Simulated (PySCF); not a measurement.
Series: binary hydrides. All species are isolated molecules in the gas phase. Strings in code marks are SMILES.

The HOMO–LUMO gap from two functionals at the same geometries (PBE0-D3(BJ)/def2-TZVP), both in PySCF: PBE-D3(BJ)/def2-TZVP and TPSSh-D3(BJ)/def2-TZVP. 

```tsv
species	TPSSh-D3(BJ)/def2-TZVP (eV)
`[SiH4]`	10.07
`[InH3]`	5.47
`[SbH3]`	6.53
`[ZnH2]`	6.56
```

Question: What does PBE-D3(BJ)/def2-TZVP give for each?

Answer: 
- `[SiH4]`: 8.74
- `[InH3]`: 4.35
- `[SbH3]`: 5.63
- `[ZnH2]`: 5.46
Over these rows, drawn at random from the members with no instability flagged (it was tested for open shells, ions and some series alone), PBE minus TPSSh-D3(BJ): mean -1.11 eV, from -1.33 eV to -0.91 eV.
